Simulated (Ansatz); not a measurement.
Working through a rigid torsion scan of C3H6O2, SMILES CCOC=O

Program: the Python package of Ansatz (0.2.0).

At the Python prompt:
```pycon
>>> import ansatz
>>> from ase import Atoms
>>> atoms = Atoms(["C", "C", "O", "C", "O", "H", "H", "H", "H", "H", "H"], positions=[
...     [-0.2772, -0.5217, 1.2463],
...     [0.1344, 0.6858, 0.4024],
...     [-0.5251, 0.718, -0.8259],
...     [0.0614, -0.0347, -1.8374],
...     [1.0769, -0.6693, -1.7538],
...     [0.1868, -0.5132, 2.2154],
...     [-0.0771, -1.4533, 0.7358],
...     [-1.3799, -0.5039, 1.3658],
...     [1.2286, 0.6589, 0.2957],
...     [-0.0826, 1.5945, 0.9314],
...     [-0.5207, 0.0658, -2.7676],
... ])
>>> # relax first, so that the scan starts from a minimum
>>> first = (
...     ansatz.Crystal.molecule_from_ase(atoms).calculation()
...     .basis(gaussian="6-31G*")
...     .functional("R2SCAN0")
...     .relax(force_tolerance=0.02, max_steps=80)
... )
>>> atoms.positions = first.run().report["positions_ang"]

>>> start = atoms.get_dihedral(1, 2, 3, 4)
>>> energies = {}
>>> for turn in range(0, 360, 30):
...     turned = atoms.copy()
...     turned.set_dihedral(1, 2, 3, 4, start + turn, indices=[3, 4, 10])
...     model = (
...         ansatz.Crystal.molecule_from_ase(turned).calculation()
...         .basis(gaussian="6-31G*")
...         .functional("R2SCAN0")
...     )
...     energies[round((start + turn) % 360)] = model.run().report["free_energy_ev"]
...
>>> floor = min(energies.values())
>>> print("dihedral C1-O2-C3-O4 (deg)   E - E(min) (kJ/mol)")
dihedral C1-O2-C3-O4 (deg)   E - E(min) (kJ/mol)
>>> for angle, e in sorted(energies.items()):
...     print(f"{angle:8d} {96.485332 * (e - floor):14.3f}  " + "#" * int(30 * (e - floor) / max(max(energies.values()) - floor, 1e-9)))
...
      30         17.297  #######
      60         49.223  #####################
      90         64.161  ############################
     120         52.151  #######################
     150         32.253  ##############
     180         26.137  ###########
     210         39.144  #################
     240         60.860  ##########################
     270         67.995  ##############################
     300         47.406  ####################
     330         15.858  ######
     360          0.000
```

The scan is rigid and the energies are electronic, in a modest basis. With rigid groups the curve can differ much from the relaxed path, the start wasn't checked as a minimum of this torsion, and equivalent turns needn't return to the same energy. Run time: 110 s on 1 thread of Intel(R) Xeon(R) Processor @ 2.70GHz (shared host), peak memory 0.27 GiB.

(Lines on the test bed's own set-up are left out of the output.)
